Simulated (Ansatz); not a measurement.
Stepwise reaction of `[F][Mg][F]` with hydrogen chloride, as a gas-phase model of exchange steps in deposition or etching. ΔE in kJ/mol; ΔG adds harmonic PBE0-D4 terms to CCSD(T)/CBS, at 1 bar.

Calculated with Ansatz (gas phase, PBE0-D4/def2-TZVP geometries, no zero-point term in ΔE). CCSD(T)/CBS adds triple-zeta CCSD(T) − MP2 to the extrapolated MP2 energy (def2 sets, frozen cores). This one scheme is used for every species. DFT in def2-TZVPP. B3LYP here is the variant with VWN-RPA as its local correlation; programs differ in this. For Mg outer-core shells are correlated without core-valence functions, which leaves a few kJ/mol of doubt a bond.

| step | reaction | PBE-D4 | B3LYP-D4 | ωB97M-V | CCSD(T)/CBS | ΔG(500 K) |
| --- | --- | --- | --- | --- | --- | --- |
| 2 | `[F][Mg][Cl]` + HCl → `[Cl][Mg][Cl]` + H–F | -18.1 | -17.7 | -21.2 | -23.1 | -14.2 |

(1) Give the row of step 1, `[F][Mg][F]` + HCl → `[F][Mg][Cl]` + H–F. (Estimate.)

(2) By hand: ΔE of the 2 steps together at CCSD(T)/CBS.

Results:

(1) Computed: 
```
step                                  reaction  PBE-D4  B3LYP-D4  ωB97M-V  CCSD(T)/CBS  ΔG(500 K)
   1  `[F][Mg][F]` + HCl → `[F][Mg][Cl]` + H–F   -19.2     -18.9    -22.3        -23.3      -20.0
```

(2) (-23.3) + (-23.1) = -46.4 kJ/mol, or -23.2 kJ/mol a step.

In ΔE the steps differ by no more than 0.2 kJ/mol. All are downhill at CCSD(T)/CBS. ΔG lies between -20.0 and -14.2 kJ/mol a step. PBE-D4 differs from CCSD(T)/CBS by 4.1 to 5.0 kJ/mol a step. Isolated molecules leave out the surface, adducts and barriers. Largest T1 diagnostic: 0.012.
